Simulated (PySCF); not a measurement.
## Stretching NaF

Set-up: basis Na def2-TZVP, F def2-TZVP; no relativity; PySCF 2.14. Energies in eV from Na + F in their ground configurations at the same level. State: ¹Σ⁺ (singlet), closed shell.

All columns are PBE0. A positive dipole means Na(−)F(+).

```json
{"R (Å)": "1.657", "E (eV)": "-3.948", "μ (D)": "-6.86", "Mulliken charge on Na (basis-dependent)": "0.74", "HOMO (eV)": "-7.08", "LUMO (eV)": "-1.20", "Mayer bond order": "0.49", "⟨S²⟩": "0.00"}
{"R (Å)": "1.734", "E (eV)": "-4.303", "μ (D)": "-7.16", "Mulliken charge on Na (basis-dependent)": "0.75", "HOMO (eV)": "-7.03", "LUMO (eV)": "-1.27", "Mayer bond order": "0.48", "⟨S²⟩": "0.00"}
{"R (Å)": "1.811", "E (eV)": "-4.493", "μ (D)": "-7.46", "Mulliken charge on Na (basis-dependent)": "0.75", "HOMO (eV)": "-6.88", "LUMO (eV)": "-1.34", "Mayer bond order": "0.47", "⟨S²⟩": "0.00"}
{"R (Å)": "1.869", "E (eV)": "-4.559", "μ (D)": "-7.68", "Mulliken charge on Na (basis-dependent)": "0.75", "HOMO (eV)": "-6.76", "LUMO (eV)": "-1.39", "Mayer bond order": "0.47", "⟨S²⟩": "0.00"}
{"R (Å)": "1.927", "E (eV)": "-4.576", "μ (D)": "-7.91", "Mulliken charge on Na (basis-dependent)": "0.75", "HOMO (eV)": "-6.65", "LUMO (eV)": "-1.45", "Mayer bond order": "0.47", "⟨S²⟩": "0.00"}
{"R (Å)": "1.985", "E (eV)": "-4.557", "μ (D)": "-8.14", "Mulliken charge on Na (basis-dependent)": "0.75", "HOMO (eV)": "-6.55", "LUMO (eV)": "-1.51", "Mayer bond order": "0.47", "⟨S²⟩": "0.00"}
{"R (Å)": "2.062", "E (eV)": "-4.489", "μ (D)": "-8.44", "Mulliken charge on Na (basis-dependent)": "0.75", "HOMO (eV)": "-6.41", "LUMO (eV)": "-1.58", "Mayer bond order": "0.48", "⟨S²⟩": "0.00"}
{"R (Å)": "2.158", "E (eV)": "-4.360", "μ (D)": "-8.82", "Mulliken charge on Na (basis-dependent)": "0.75", "HOMO (eV)": "-6.24", "LUMO (eV)": "-1.67", "Mayer bond order": "0.48", "⟨S²⟩": "0.00"}
{"R (Å)": "2.274", "E (eV)": "-4.166", "μ (D)": "-9.29", "Mulliken charge on Na (basis-dependent)": "0.75", "HOMO (eV)": "-6.04", "LUMO (eV)": "-1.79", "Mayer bond order": "0.49", "⟨S²⟩": "0.00"}
{"R (Å)": "2.428", "E (eV)": "-3.875", "μ (D)": "-9.90", "Mulliken charge on Na (basis-dependent)": "0.74", "HOMO (eV)": "-5.79", "LUMO (eV)": "-1.93", "Mayer bond order": "0.49", "⟨S²⟩": "0.00"}
```

A fit through these points gives, at Re = 1.923 Å, μ = -7.89 D and dμ/dR = -3.93 D/Å; the reduced mass is 10.4 u.

Q: How strong is the fundamental in the double-harmonic approximation, I = 42.26·(dμ/dR)²/μred km/mol?

A: I = 42.26·(-3.93)²/10.4 = 62.8 km/mol at PBE0.
